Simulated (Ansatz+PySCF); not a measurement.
The numbers below are computed, except where a source is named.
## Ansatz (development build ahead of 0.2.0) run

```yaml
crystal:
  periodic: [false, false, false]
  atoms:
    - { symbol: C, position_ang: [0.00819, 0.54953, 0.00561] }
    - { symbol: C, position_ang: [0.01947, -0.20825, 1.29139] }
    - { symbol: C, position_ang: [0.01654, -0.19885, -1.28188] }
    - { symbol: H, position_ang: [-0.32933, 1.57563, -0.00764] }
    - { symbol: H, position_ang: [0.22687, 0.45143, 2.14169] }
    - { symbol: H, position_ang: [0.21986, 0.46174, -2.14802] }
    - { symbol: H, position_ang: [-0.96031, -0.67612, 1.4857] }
    - { symbol: H, position_ang: [0.77241, -0.98681, 1.28559] }
    - { symbol: H, position_ang: [0.7582, -0.9937, -1.28215] }
    - { symbol: H, position_ang: [-0.94896, -0.67861, -1.48966] }
basis:
  gaussian: { orbitals: cc-pVTZ }
magnetization:
  initial_magnetization: 1
hamiltonian:
  xc: hf
correlation:
  method: mp2
  frozen_orbitals: { C: 1, H: 0 }
output:
  forces: true
```

The input is written out in the form of the current development build from the run's settings. Correlation on restricted open-shell orbitals is semicanonical, with singles.

Output:

| Quantity | Value |
| --- | --- |
| Converged | yes |
| Reference energy | -117.67418 hartree |
| Correlation energy | -0.51005 hartree |
| Total energy | -118.18423 hartree |
| Spin squared of the determinant | 0.750 |
| Stability test | minimum among restricted orbitals |

Forces (eV/Å):
```json
{"atom": "C1", "Fx": "-0.053", "Fy": "-0.225", "Fz": "-0.079"}
{"atom": "C2", "Fx": "-0.287", "Fy": "0.569", "Fz": "0.196"}
{"atom": "C3", "Fx": "-0.005", "Fy": "0.462", "Fz": "-0.590"}
{"atom": "H4", "Fx": "0.031", "Fy": "-0.013", "Fz": "0.095"}
{"atom": "H5", "Fx": "-0.057", "Fy": "-0.152", "Fz": "-0.175"}
{"atom": "H6", "Fx": "-0.064", "Fy": "-0.347", "Fz": "0.516"}
{"atom": "H7", "Fx": "0.243", "Fy": "-0.006", "Fz": "-0.046"}
{"atom": "H8", "Fx": "0.087", "Fy": "-0.235", "Fz": "-0.044"}
{"atom": "H9", "Fx": "0.105", "Fy": "-0.068", "Fz": "0.036"}
{"atom": "H10", "Fx": "0.002", "Fy": "0.013", "Fz": "0.092"}
```
